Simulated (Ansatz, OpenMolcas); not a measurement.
# C2H5B (SMILES BC=C): the vertical ionisation energy from total energies

C2H5B has 8 atoms, charge 0, and is taken as a singlet. As SMILES, `BC=C`. The shape is that of a PBE0-D4/def2-TZVP optimisation.

Both states at this one shape; open shells run unrestricted unless said. 1 Eh = 27.2114 eV.

```tsv
level	program	singlet C2H5B (Eh)	doublet C2H5B+ (Eh)	HOMO of the first (eV)
TPSS/6-311+G**	OpenMolcas	-104.074091	-103.675868	-7.44
BHLYP/6-311+G**	Ansatz	-103.985332	-103.597557	-9.35
CAM-B3LYP/6-311+G**	Ansatz	-103.979701	-103.579551	-9.81
```

Problem. Work out the vertical ionisation energy at each level.

Solution. 
1. TPSS/6-311+G**: -103.675868 − (-104.074091) = 0.398223 Eh = 10.84 eV; −ε(HOMO) = 7.44 eV.
2. BHLYP/6-311+G**: -103.597557 − (-103.985332) = 0.387775 Eh = 10.55 eV; −ε(HOMO) = 9.35 eV.
3. CAM-B3LYP/6-311+G**: -103.579551 − (-103.979701) = 0.400150 Eh = 10.89 eV; −ε(HOMO) = 9.81 eV.

No measured value is set beside it here; the levels span 10.55 to 10.89 eV. In semi-local functionals −ε(HOMO) lies far under the ionisation energy, a result of self-interaction.
